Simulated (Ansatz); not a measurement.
Input file:

```yaml
crystal:
  periodic: [false, false, false]
  atoms:
    - {symbol: H, position_ang: [0.000000, 0.000000, -0.980667]}
    - {symbol: H, position_ang: [0.000000, 0.000000, -0.004667]}
    - {symbol: O, position_ang: [0.000000, 0.000000, 0.985333]}
basis:
  gaussian: {orbitals: 6-31G}
magnetization: {spin_polarized: true, initial_magnetization: 2}
hamiltonian: {xc: {name: PBE}}
correlation: {method: rpa, electrons: outside_noble_gas}
```

```sh
$ ansatz run in.yaml --threads 1 --pin off --events-out ev --progress --plain --max-ram 2393MiB
```

The program prints:

```
139 factors; integrals over basis functions are off by at most 5.9e-4 eV
mean field evaluation 1: about -2069.9239 eV, gradient 1.7e1 eV
mean field evaluation 2: about -2069.9167 eV, gradient 1.7e1 eV
mean field evaluation 4: about -2070.8255 eV, gradient 6.0e0 eV
mean field evaluation 8: about -2071.0619 eV, gradient 2.5e-2 eV
mean field evaluation 16: about -2071.0619 eV, gradient 3.0e-6 eV
mean field -2071.06192457 eV, -76.1101219116 hartree, gradient 3.0e-6 eV, S^2 2.003642; 2 other end points of the search recorded, 0 dependent functions left out
1 core orbitals not correlated: weight in the atoms' cores, before any rotation towards them, 1.000 or more for the frozen orbitals, at most 0.000 for the correlated occupied ones
reference -2063.30090894 eV, -75.8249098480 hartree; 5, 3 occupied and 7, 9 virtual orbitals, 139 factors
Total energy: -2067.95163156 eV, -75.9958207519 hartree
```

Ran on 1 thread of Arm Neoverse N1, shared host: 0.57 s wall, 0.12 GiB peak host memory.
